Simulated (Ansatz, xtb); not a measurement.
**H2NP: which of two isomers lies lower**

Structure I is the triplet with the links of `[NH2+]=[P-]` and structure II is `[H]/N=P\[H]`, a singlet. Both are isolated molecules in the gas phase, relaxed with r2SCAN-D4/def2-TZVP.

I (Å):

```xyz
4

N    -2.4347    0.4360    0.6357
P    -2.7754   -0.3069   -0.8492
H    -1.6538    0.1084    1.1871
H    -3.1964    0.7670    1.2115
```

II (Å):

```xyz
4

N    -0.3344    0.9298    0.1250
P     0.5156   -0.2371   -0.4889
H    -1.3113    0.7355    0.3391
H    -0.3987   -1.3700   -0.5928
```

Task: Which of the two would you expect CCSD(T)/def2-TZVPP electronic energies to favour?

Result: Structure II; the calculation gives E(II) − E(I) = −10.2 kcal/mol.

Level by level:

```json
{"level": "r2SCAN-D4/def2-TZVP", "geometry": "r2SCAN-D4/def2-TZVP", "E(II) − E(I) (kcal/mol)": "−5.6", "departure from the last row (kcal/mol)": "+4.6", "job, with rough time for the two": "optimisation, 45 s"}
{"level": "HF/def2-TZVPP", "geometry": "r2SCAN-D4/def2-TZVP", "E(II) − E(I) (kcal/mol)": "+13.6", "departure from the last row (kcal/mol)": "+23.8", "job, with rough time for the two": "part of the CCSD(T) run"}
{"level": "MP2/def2-TZVPP", "geometry": "r2SCAN-D4/def2-TZVP", "E(II) − E(I) (kcal/mol)": "−10.5", "departure from the last row (kcal/mol)": "−0.3", "job, with rough time for the two": "part of the CCSD(T) run"}
{"level": "CCSD(T)/def2-TZVPP", "geometry": "r2SCAN-D4/def2-TZVP", "E(II) − E(I) (kcal/mol)": "−10.2", "departure from the last row (kcal/mol)": "", "job, with rough time for the two": "single point, 12 s"}
```

As drawn, II has 1 P–H in place of 1 N–H.

HF/def2-TZVPP puts the two in the other order. The largest departure from CCSD(T)/def2-TZVPP is that of HF/def2-TZVPP, 23.8 kcal/mol. Levels run at GFN2-xTB geometries aren't shown.

With harmonic frequencies from r2SCAN-D4/def2-TZVP (ideal gas, rigid rotor, one conformer each, 200 K, 1 atm): on the last row, ΔE + ΔZPE = −12.0, ΔH = −12.0, ΔG = −11.5 kcal/mol.

Open shells are spin-unrestricted. The correlated steps freeze 6 core orbitals. ΔG holds the spin degeneracy. Codes used: Ansatz 0.2.0; the last row on 1 thread of Arm Neoverse V1 on a shared host.
